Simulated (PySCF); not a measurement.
## 4-cyanopyridine radical anion: computed EPR parameters against published values

What was measured: a(1H H10/H11) -1.4 G [1]; a(1H H9/H12) -2.62 G [1]; a(14N N6) 5.67 G [1]; a(14N N1) 2.33 G [1]. Sources and the comparison follow the method.

Compound: 4-cyanopyridine radical anion, C6H4N2 (charge -1 and doublet state).
Numbering: `[N:1]#[C:2][c:3]1[cH:4][cH:5][n:6][cH:7][cH:8]1` (hydrogens: H9 on C4; H10 on C5; H11 on C7; H12 on C8)

Structure used (PBE0-D3(BJ)/def2-SVP), in Å, numbered top down from 1:
```
atom  x, y, z in Å
N1     3.4573    0.3976    0.0672
C2     2.2860    0.2633    0.0427
C3     0.8989    0.1034    0.0140
C4    -0.0208    1.2156    0.0309
C5    -1.3763    0.9863    0.0005
N6    -1.9807   -0.2283   -0.0459
C7    -1.1146   -1.2734   -0.0610
C8     0.2576   -1.1886   -0.0346
H9     0.3616    2.2396    0.0678
H10   -2.0538    1.8537    0.0145
H11   -1.5766   -2.2718   -0.0978
H12    0.8637   -2.0988   -0.0503
```

As a line formula: 4-cyanopyridine radical anion (`N#Cc1ccncc1`) [SMILES of the parent framework; charge -1 and doublet state].

Computed, not measured: UKS B3LYP, IGLO-III on C N, pcH-1 on H, non-relativistic, mean-field spin-orbit, GIAO in PySCF 2.14.0. Whether the extra electron is bound in the gas phase wasn't checked; a finite basis holds it in any case. The geometry's basis has no diffuse functions, a weakness for an anion. No stability test was run, so a lower SCF solution isn't excluded. No frequencies were computed at this geometry's level, so the symmetric structure isn't shown to be a minimum.

```tsv
nucleus	computed a_iso (MHz)	published	in MHz	difference of magnitudes (MHz)	source
1H H10/H11	-2.9	-1.4 G	-3.9	-1.0	[1]
1H H9/H12	-8.4	-2.62 G	-7.3	+1.1	[1]
14N N6	13.4	5.67 G	15.9	-2.5	[1]
14N N1	6.5	2.33 G	6.5	0.0	[1]
```

Values published in field units are turned into MHz with the computed g_iso.

Sources: [1] measured, solution or matrix (EPR); Pople, Beveridge, Approximate Molecular Orbital Theory, McGraw-Hill 1970 (compilation of measured values).

The measured numbers hold vibrational averaging and, outside the gas phase, effects of the matrix or solvent; the computed ones belong to one rigid, isolated geometry and carry the errors of functional and basis. An EPR spectrum gives magnitudes, so published signs often rest on theory.

Largest spin populations (Mulliken): C3 (+0.32), N6 (+0.31), N1 (+0.24) and C8 (+0.12). Three atoms exceed +0.15.

⟨S²⟩ = 0.7596 against the exact 0.7500, so spin contamination is small.
